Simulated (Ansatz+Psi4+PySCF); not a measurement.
## doublet CH₃Cl(+): levels of theory in one basis

| atom | x (Å) | y (Å) | z (Å) |
| --- | --- | --- | --- |
| C | 0.0071 | 0.0070 | -1.1206 |
| Cl | -0.0068 | -0.0038 | 0.6497 |
| H | -0.0036 | 1.0370 | -1.4690 |
| H | 0.8909 | -0.5246 | -1.4755 |
| H | -0.8818 | -0.5157 | -1.4719 |

Basis set: cc-pVTZ on H, C; cc-pV(T+d)Z on Cl (spherical functions). Left uncorrelated: 6 orbitals. Correlation on ROHF uses semicanonical orbitals with singles. Charge 1, multiplicity 2.

Computed with Ansatz (development build ahead of 0.2.0) and Psi4 1.11; each method stands on the lowest determinant of its kind that the runs found.

| method | E − E(ROHF) (eV) | <S²> of the determinant |
| --- | --- | --- |
| ROHF | 0.00 | 0.75 |
| UHF | -0.17 | 0.76 |
| ROHF-MP2 | -9.21 | – |
| UHF-MP2 | -9.18 | 0.76 |
| ROHF-CCSD | -10.21 | – |
| UHF-CCSD | -10.22 | 0.76 |
| ROHF-CCSD(T) | -10.60 | – |
| UHF-CCSD(T) | -10.60 | 0.76 |

Caution for ROHF-MP2, UHF-MP2: MP2 on this radical cation hangs on the determinant chosen.
